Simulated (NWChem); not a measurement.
# SO3 (sulfur trioxide) at HCTH/407/MIDI!

We compute a geometry optimisation of SO3 (sulfur trioxide). 

The results are computed with NWChem 7.3.0.

2 further runs of the same task are left out: 2 set aside as unsound or not needed.

## (1) Starting point

SO3: 4 atoms, total charge 0, spin state singlet. SMILES: `O=S(=O)=O`. All atoms were displaced at random from a relaxed shape. The run starts from this shape.

Bond lengths: O1–S2 1.412 Å, S2–O3 1.346 Å, S2–O4 1.374 Å. Angles: O1–S2–O3 124.5°, O1–S2–O4 113.0°, O3–S2–O4 122.2°.

## (2) A geometry optimisation at HCTH/407/MIDI!

Input file a.nw:

```
start a
title "O3S HCTH 407"
memory 2200 mb

geometry
  O    -1.120364   -0.626899    0.531307
  S     0.049418   -0.042613   -0.001297
  O     1.294319   -0.281927    0.450199
  O    -0.213154    0.908875   -0.957435
end

basis spherical
  * library "midi!"
end

dft
  xc hcth407
  grid fine
  convergence energy 1e-08
  mulliken
  noprint "final vectors analysis"
end

driver
  maxiter 60
  xyz a
end

freq
  temp 1 400
end

task dft optimize
task dft frequencies
```

Launch:

```bash
nwchem a.nw > a.out
```

**Question.** What will come out? Wanted: total energy at the end; dipole moment; lowest harmonic wavenumber; highest harmonic wavenumber; zero-point energy.

**Answer.** As computed:

Level: HCTH/407/MIDI!.

| quantity | value |
| --- | --- |
| total energy at the end | -620.52573 Eh |
| dipole moment | 0.00 D |
| lowest harmonic wavenumber | 413 cm⁻¹ |
| highest harmonic wavenumber | 1316 cm⁻¹ |
| zero-point energy | 29.6 kJ/mol |

What this shows: At the final geometry: Bond lengths: O1–S2 1.505 Å, S2–O3 1.505 Å, S2–O4 1.505 Å. Angles: O1–S2–O3 120.0°, O1–S2–O4 120.0°, O3–S2–O4 120.0°. The program took a symmetry number of 1 where this shape has 6, so the entropy in its output is too high by R ln(6/1) = 3.56 cal/(mol K). All 6 modes are real, so the shape is a minimum at this level. The optimisation took 7 steps and changed the energy by -2.014 eV. Mulliken charges run from -0.08 on O1 to +0.24 on S2.
